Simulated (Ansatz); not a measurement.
**N2H (dinitrogen monohydride) at 6 levels**

Aim: a comparison of 6 runs (U-revPBE/STO-3G, UB3LYP/STO-3G, UBLYP/STO-3G, USVWN5/STO-3G, RPA@PBE/STO-3G, UCCSD(T)/STO-3G) of N2H (dinitrogen monohydride). 

Program for the calculation: Ansatz 0.2.0.

22 further runs of the same task are left out: 22 set aside as unsound or not needed.

## (1) Starting point

N2H: 3 atoms, total charge 0, spin state doublet. SMILES: `[N]=N`. The H3–N2 distance was set to 1.585 Å, away from the relaxed value. At this shape a bond of the SMILES string is far longer than usual.

Bond lengths: N1–N2 1.165 Å. A long bond or contact: N2–H3 1.585 Å.

## (2) A single-point energy at U-revPBE/STO-3G (run 1)

File in.yaml:

```yaml
basis:
  gaussian:
    orbitals: STO-3G
crystal:
  periodic: [false, false, false]
  atoms:
    - {symbol: N, position_ang: [0.797136, -1.127796, 0.319170]}
    - {symbol: "N", position_ang: [-0.182054, -0.738786, -0.177110]}
    - {symbol: H, position_ang: [-0.441870, 0.824430, -0.156080]}
magnetization:
  spin_polarized: true
  initial_magnetization: 1
hamiltonian:
  xc: {name: revPBE}
accuracy: high
```

Started as:

```bash
$ ansatz run in.yaml --threads 1 --pin off --max-ram 3480MiB --events-out events.jsonl --progress --plain --runs-dir runs
```

Output:

```text
Warning: RAYON_NUM_THREADS=1 ignored (pool sized by the plan → 1); use --threads N
Functional definition: revPBE
  name "revPBE"
  parameter kappa = 1.245
  parameter beta = 0.06672455060314922
  exchange = pbe_x(kappa = kappa, mu = beta*pi^2/3)
  correlation = pbe_c(beta = beta)
168 factors; integrals over basis functions are off by at most 1.9e-8 eV
mean field evaluation 1: about -2952.9105 eV, gradient 6.5e0 eV
mean field evaluation 2: about -2952.0472 eV, gradient 1.6e1 eV
mean field evaluation 4: about -2953.2644 eV, gradient 7.6e-1 eV
mean field evaluation 8: about -2953.2188 eV, gradient 7.6e-3 eV
mean field evaluation 16: about -2953.2188 eV, gradient 6.4e-7 eV
mean field -2953.21880017 eV, -108.5287891428 hartree, gradient 8.0e-8 eV, S^2 0.760517; 0 other end points of the search recorded, 0 dependent functions left out
reference -2953.21880178 eV, -108.5287892017 hartree; 8, 7 occupied and 3, 4 virtual orbitals, 168 factors
Total energy: -2953.21880178 eV, -108.5287892017 hartree
```

Wall time 0.66 s (1 thread of Arm Neoverse V2, shared host); peak memory 0.09 GiB.

## (3) The energy at UB3LYP/STO-3G (run 2)

File molecule.yaml:

```yaml
crystal:
  periodic: [false, false, false]
  atoms:
    - {symbol: N, position_ang: [0.797136, -1.127796, 0.319170]}
    - {symbol: N, position_ang: [-0.182054, -0.738786, -0.177110]}
    - {symbol: H, position_ang: [-0.441870, 0.824430, -0.156080]}
basis:
  gaussian:
    orbitals: STO-3G
magnetization:
  spin_polarized: true
  initial_magnetization: 1
hamiltonian:
  xc: {name: B3LYP}
accuracy: high
```

Started as:

```bash
$ ansatz run molecule.yaml --threads 1 --pin off --max-ram 3480MiB --events-out events.jsonl --progress --plain --runs-dir runs
```

Output:

```text
Warning: RAYON_NUM_THREADS=1 ignored (pool sized by the plan → 1); use --threads N
Functional definition: B3LYP
  name "B3LYP"
  parameter a0 = 0.2
  parameter ax = 0.72
  parameter ac = 0.81
  exchange = (1 - a0 - ax)*slater_x + ax*b88_x + a0*exact_x
  correlation = (1 - ac)*vwn_rpa_c + ac*lyp_c
168 factors; integrals over basis functions are off by at most 1.9e-8 eV
mean field evaluation 1: about -2952.7744 eV, gradient 6.2e0 eV
mean field evaluation 2: about -2952.4376 eV, gradient 1.2e1 eV
mean field evaluation 4: about -2953.1458 eV, gradient 4.9e-1 eV
mean field evaluation 8: about -2953.1160 eV, gradient 1.9e-2 eV
mean field evaluation 16: about -2953.1160 eV, gradient 1.1e-5 eV
mean field -2953.11604731 eV, -108.5250130449 hartree, gradient 4.1e-8 eV, S^2 0.768943; 0 other end points of the search recorded, 0 dependent functions left out
reference -2953.11606651 eV, -108.5250137504 hartree; 8, 7 occupied and 3, 4 virtual orbitals, 168 factors
Total energy: -2953.11606651 eV, -108.5250137504 hartree
```

Wall time 0.76 s (1 thread of Arm Neoverse V2, shared host); peak memory 0.093 GiB.

Runs 3 to 5 aren't shown in full; the table further down has their settings and results.

## (4) A single-point energy at UCCSD(T)/STO-3G (run 6)

File in.yaml:

```yaml
crystal:
  periodic: [false, false, false]
  atoms:
    - symbol: N
      position_ang: [0.797136, -1.127796, 0.319170]
    - symbol: N
      position_ang: [-0.182054, -0.738786, -0.177110]
    - symbol: H
      position_ang: [-0.441870, 0.824430, -0.156080]
basis:
  gaussian:
    orbitals: STO-3G
magnetization:
  spin_polarized: true
  initial_magnetization: 1
correlation:
  method: ccsd_t
  frozen_orbitals: {H: 0, "N": 1}
accuracy: high
scf:
  omitted_lower_state_checks: [cluster_reference, increment]
```

Started as:

```bash
$ ansatz run in.yaml --threads 1 --pin off --max-ram 3480MiB --events-out events.jsonl --progress --plain --runs-dir runs
```

Output, cut to the lines that bear on the results:

```text
Warning: RAYON_NUM_THREADS=1 ignored (pool sized by the plan → 1); use --threads N
Functional definition: HF
  name "HF"
[...]
168 factors; integrals over basis functions are off by at most 1.9e-8 eV
[...]
mean field -2937.62979852 eV, -107.9559038986 hartree, gradient 3.0e-8 eV, S^2 1.169832; 0 other end points of the search recorded, 0 dependent functions left out
2 core orbitals not correlated: weight in the atoms' cores, before any rotation towards them, 1.000 or more for the frozen orbitals, at most 0.000 for the correlated occupied ones
reference -2937.62979852 eV, -107.9559038986 hartree; 6, 5 occupied and 3, 4 virtual orbitals, 168 factors
second order -2.99448609 eV of doubles, -0.00000000 eV of singles
cycle   1  -3.19390720 eV  change   -2.0e-1 eV  update   1.1e-1
[...]
cycle  27  -4.28582384 eV  change  -6.1e-10 eV  update  5.7e-10
perturbative correction -0.03745201 eV, -0.0013763359 hartree
Total energy: -2941.95307436 eV, -108.1147813555 hartree
Checks for a lower state left out: cluster_reference, increment
```

Wall time 0.2 s (1 thread of Arm Neoverse V2, shared host).

## (5) Overview of the runs

```
run            level  frozen core orbitals  energy (Eh)   ⟨S²⟩  wall time
  1  U-revPBE/STO-3G                     –  -108.528789  0.761     0.66 s
  2    UB3LYP/STO-3G                     –  -108.525014  0.769     0.76 s
  3     UBLYP/STO-3G                     –  -108.500804  0.759     0.62 s
  4    USVWN5/STO-3G                     –  -107.622809  0.756     0.42 s
  5   RPA@PBE/STO-3G                     2  -108.169127  0.760     0.76 s
  6  UCCSD(T)/STO-3G                     2  -108.114781  1.170      0.2 s
```

## (6) Summary of results

```
                                          quantity          value
                               run 6: total energy  -108.11478 Eh
run 6: correlation energy (2 core orbitals frozen)     -158.9 mEh
                             run 6: (T) correction      -1.38 mEh
          run 6: ⟨S²⟩ of the reference determinant          1.170
                              run 6: T1 diagnostic          0.075
```

**Reading.** Totals of different functionals can't be ranked against each other. In runs 1, 2, 3, 4, 5, 6 the basis is minimal, so the values are rough. Spin contamination of the reference: run 6 ⟨S²⟩ = 1.17. All runs together took 3.4 s, the longest 0.76 s.
